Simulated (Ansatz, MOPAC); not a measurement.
Process, species as SMILES: C=CCO + 4 [H][H] (H2) → 3 C (CH4) + O (H2O)

Quantity: energy of full hydrogenation (enthalpy at 298 K), in kcal/mol. Conventions: 6-311+G** with 5d; no dispersion term unless named; 6-31G* and kin with 6d, 5d where marked; non-relativistic; frozen cores in correlated levels; spin-orbit terms left out. CBS(X,Y): correlation extrapolated as X^-3; Hartree-Fock from the larger set. [CCSD(T)-MP2]/basis is that difference in the basis named. First-principles rows: single points at B3LYP-D3(BJ) geometries (Ansatz, a program for electronic structure), with unscaled harmonic terms from B3LYP/6-31G* (Ansatz) at its own minima. Semi-empirical rows: MOPAC heats of formation at their own minima for 298 K.

Measured values: Active Thermochemical Tables 1.112 (ions: stationary electron), as tabulated in the package chemicals; CRC Handbook, as tabulated in the package chemicals; they hold spin-orbit and core effects, anharmonicity and other conformers. 

Value to compare with, the measured value: -81.5 kcal/mol.

```tsv
level	program	energy of full hydrogenation (enthalpy at 298 K) (kcal/mol)	error
AM1	MOPAC	-25.5	56.0
MNDO	MOPAC	-61.8	19.7
HF/6-31G*	Ansatz	-91.1	-9.6
PBE/def2-SVP	Ansatz	-77.0	4.5
B3LYP/cc-pVDZ	Ansatz	-77.4	4.1
B3LYP/6-311+G**	Ansatz	-82.9	-1.4
MP2/3-21G	Ansatz	-69.5	12.0
MP2/6-31G*	Ansatz	-71.5	10.0
MP2/6-311+G**	Ansatz	-79.4	2.1
B3LYP-D3(BJ)/def2-TZVPD	Ansatz + dftd3	-78.9	2.6
RI-MP2/CBS(aug-cc-pVTZ,aug-cc-pVQZ)+[CCSD(T)-MP2]/aug-cc-pVTZ	Ansatz	-80.4	1.1
```

Among the 9 habitual levels, AM1 lies farthest from the measured value (56.0 kcal/mol) and B3LYP/6-311+G** nearest (-1.4); 7 of 9 lie above it, and their mean absolute error is 13.3 kcal/mol, the median 9.6. One case shows no general order.

The levels are drawn from those run, B3LYP/6-31G* more often than the rest, none by its result; left out are runs that failed, that the program found above a lower state of the same kind, or whose <S^2> lies over 0.5 above the pure value.
